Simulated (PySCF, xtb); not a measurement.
hydrazine (H₄N₂), SMILES NN.

GFN2-xTB run with xtb 6.7.1 at its own geometry gives an orbital gap of 9.94 eV and a dipole moment of 2.27 D.

The structure is a stationary point at B3LYP-D3(BJ)/def2-TZVP.

Q: What does PBE/def2-TZVPD (PySCF) give? (An estimate is asked for; the answer gives what the named calculation found.)

A: gap 5.36 eV (levels -5.71 and -0.35 eV), dipole 1.85 D.
